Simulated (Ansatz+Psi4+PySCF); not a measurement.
doublet O₃(+): levels of theory in one basis

```xyz
3

O     0.0000    0.0000    0.0000
O     0.0000    1.1620    0.5174
O     0.0000   -1.1036    0.4913
```

Basis set: cc-pVTZ (spherical functions). Left uncorrelated: 3 orbitals. Correlation on ROHF uses semicanonical orbitals with singles. Charge 1, multiplicity 2.

Computed with Ansatz (development build ahead of 0.2.0); each method stands on the lowest determinant of its kind that the runs found.

| method | E − E(ROHF) (eV) | <S²> of the determinant |
| --- | --- | --- |
| ROHF | 0.00 | 0.75 |
| UHF | -1.56 | 1.63 |
| ROHF-MP2 | -18.55 | – |
| UHF-MP2 | -17.82 | 1.63 |
| ROHF-CCSD | -18.92 | – |
| UHF-CCSD | -18.87 | 1.63 |
| UHF-CCSD(T) | -19.92 | 1.63 |

Question: What does ROHF-CCSD(T) give on the same scale?

Answer: -20.16 eV.

The restricted and unrestricted rows may stand on different electronic states: another unrestricted solution lies nearer the restricted one.

Caution for ROHF, ROHF-MP2, ROHF-CCSD, ROHF-CCSD(T): an unrestricted determinant lies well below. Caution for UHF, UHF-MP2, UHF-CCSD, UHF-CCSD(T): the unrestricted determinant is a mixture of spin states. Caution for ROHF-MP2, UHF-MP2, ROHF-CCSD, UHF-CCSD, ROHF-CCSD(T), UHF-CCSD(T): large amplitudes, a single reference is doubtful. Caution for ROHF-MP2, UHF-MP2: MP2 on this radical cation hangs on the determinant chosen. Caution for ROHF-MP2, UHF-MP2, ROHF-CCSD(T), UHF-CCSD(T): another reference gives a lower total. Caution for UHF-MP2, UHF-CCSD, UHF-CCSD(T): a plain start can end on a higher determinant.
